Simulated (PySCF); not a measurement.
Gas-phase reaction: BF(OH)2 + BF3 ⇌ 2 BF2 + 2 OH

Energies from PySCF (xtb for GFN2), thermal terms from the rigid-rotor harmonic-oscillator model, ideal gas at 1 bar. † marks an energy on the PBE0/def2-TZVP geometry and frequencies; other levels use their own. CCSD(T) freezes the core. 6-31G* has spherical d functions here. Open shells (unrestricted): BF2 (multiplicity 2), OH (multiplicity 2, electronic degeneracy 4); the rest are closed-shell singlets. GFN2 has no spin-polarisation term. Spin-orbit splitting is ignored; it lowers the true energy and changes the entropy of OH. B3LYP is the form with VWN-RPA correlation. BF(OH)2: computed as isolated molecules; such fragments, hydroxides, amides, oligomers or adducts are transient or little studied in the gas. CCSD(T) isn't extrapolated to the basis-set limit; its ΔH°(298 K) is 1252.5 kJ in def2-SVP and 1243.5 kJ in def2-TZVPP. The harmonic model lacks anharmonicity and excited electronic states, which grow with temperature; levels with a mode under 35 cm⁻¹ are left out. Internal rotation in BF(OH)2 is treated as a harmonic vibration of one conformer, which makes the entropy rough.

ΔH° and ΔS° at 298 K: B3LYP/def2-TZVP† 1212 kJ, 331 J/K; CCSD(T)/def2-SVP† 1253 kJ, 331 J/K; GFN2-xTB 1505 kJ, 328 J/K; HF/6-31G* 988 kJ, 333 J/K; HF/def2-TZVP† 968 kJ, 331 J/K.

**Question.** With the heat capacities included, give log10 K (1 bar) at 500, 600, 1800, 2000, 2500 K from B3LYP/def2-TZVP†, CCSD(T)/def2-SVP†, GFN2-xTB, HF/6-31G*, HF/def2-TZVP†.

**Answer.** 
```json
[
 {"T (K)": "500", "B3LYP/def2-TZVP†": "-109.3", "CCSD(T)/def2-SVP†": "-113.5", "GFN2-xTB": "-140.0", "HF/6-31G*": "-85.7", "HF/def2-TZVP†": "-83.7"},
 {"T (K)": "600", "B3LYP/def2-TZVP†": "-88.1", "CCSD(T)/def2-SVP†": "-91.6", "GFN2-xTB": "-113.8", "HF/6-31G*": "-68.4", "HF/def2-TZVP†": "-66.9"},
 {"T (K)": "1800", "B3LYP/def2-TZVP†": "-17.9", "CCSD(T)/def2-SVP†": "-19.1", "GFN2-xTB": "-26.7", "HF/6-31G*": "-11.2", "HF/def2-TZVP†": "-10.9"},
 {"T (K)": "2000", "B3LYP/def2-TZVP†": "-14.5", "CCSD(T)/def2-SVP†": "-15.5", "GFN2-xTB": "-22.4", "HF/6-31G*": "-8.4", "HF/def2-TZVP†": "-8.1"},
 {"T (K)": "2500", "B3LYP/def2-TZVP†": "-8.3", "CCSD(T)/def2-SVP†": "-9.1", "GFN2-xTB": "-14.7", "HF/6-31G*": "-3.4", "HF/def2-TZVP†": "-3.2"}
]
```
